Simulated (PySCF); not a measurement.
Species: CCl₃F.
InChI=1S/CCl3F/c2-1(3,4)5

Computed, not measured: PBE0-D3(BJ)/def2-SVP geometry optimisation, gas phase (PySCF).

Take the most abundant isotopes and a rigid rotor. 

Problem. What are A, B and C (cm⁻¹)?

Solution. Ia = 205.33, Ib = 205.39, Ic = 294.04 u·Å²; 505379 MHz·u·Å²/I gives 2461, 2461 and 1719 MHz, that is A = 0.08210, B = 0.08207, C = 0.05733 cm⁻¹.

Problem. Classify the top.

Solution. An oblate symmetric top, as the point group C3v requires two equal moments; the computed ones differ by 0.03 % because the geometry is symmetric only within the optimiser's tolerance; Ray's κ = 0.998.

Problem. What does the inertial defect say?

Solution. Not planar: Δ = Ic − Ia − Ib = -116.69 u·Å². For a rigid frame Δ = −2 Σ m c², so Σ m c² = 58.34 u·Å² lies off the ab plane. The atom farthest from that plane is 1.58 Å away.

Problem. Where do the R-branch lines fall?

Solution. The dipole of 0.30 D lies along the symmetry axis, so ΔK = 0 and J+1 ← J falls at 2B(J+1) for every K: 4.92 GHz, 9.84 GHz, 14.77 GHz, 19.69 GHz, 24.61 GHz for J = 0 to 4.

Problem. Estimate the classical rotational partition function at 25 K, 100 K and 298.15 K.

Solution. Point group C3v, symmetry number σ = 3; q = (√π/σ)·√((kT/h)³/(ABC)), k/h = 20836.6 MHz/K: 2180 at 25 K, 17400 at 100 K, 89700 at 298.15 K.

No PBE0-D3(BJ)/def2-SVP frequencies stand behind this structure, so it isn't proved a minimum. Zero-point vibration and centrifugal distortion are left out.
